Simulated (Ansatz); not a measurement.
`C=CC(=C)C`: measurement beside calculation (Ansatz, PBE0-D4/def2-TZVP geometry).

Z-matrix (Å, degrees):
```
C
C 1 1.496
H 1 1.094 2 111.0
H 1 1.090 2 111.0 3 -120.6
H 1 1.094 2 111.0 3 118.9
C 2 1.459 1 118.6 3 -59.4
C 2 1.336 1 121.8 3 120.6
C 6 1.332 2 125.6 1 -0.0
H 6 1.087 2 115.4 1 -180.0
H 7 1.084 2 121.7 1 0.0
H 7 1.084 2 121.2 1 -180.0
H 8 1.083 6 121.1 2 -180.0
H 8 1.084 6 122.1 2 0.0
```

Measured: 0.28443161 ± 3e-08 cm⁻¹ (A in vibrational ground state, s-trans conformer, microwave spectroscopy); 0.13927088 ± 3e-08 cm⁻¹ (B in vibrational ground state, s-trans conformer, microwave spectroscopy); 0.09513782 ± 3e-08 cm⁻¹ (C in vibrational ground state, s-trans conformer, microwave spectroscopy). Source: Rotationally Resolved Infrared Spectroscopy of Supersonic Jet-Cooled Isoprene, 2023 (pmc:10258839).

```tsv
constant	measured (MHz)	computed (MHz)	error (%)
A	8527	8632	1.2
B	4175	4224	1.2
C	2852	2887	1.2
```

Computed constants are equilibrium values for the main isotopes; measured ground-state ones include zero-point motion, which usually lowers them by up to about 1 %.

Measured: 991.8621 ± 0.0005 cm⁻¹ (nu26 fundamental band origin, A'' symmetry, s-trans conformer, jet-cooled QCL infrared spectroscopy). Source: Rotationally Resolved Infrared Spectroscopy of Supersonic Jet-Cooled Isoprene, 2023 (pmc:10258839).

Harmonic PBE0-D4 wavenumbers (cm⁻¹, unscaled): 164, 210, 279, 410, 422, 535, 646, 792, 809, 930, 942, 968, 1005, 1030, 1066, 1086, 1320, 1341, 1403, 1432, 1452, 1471, 1493, 1677, 1721, 3046, 3104, 3144, 3156, 3159, 3168, 3244, 3251. Fundamentals include anharmonicity and usually lie a few per cent under these; harmonic values from spectra compare directly.
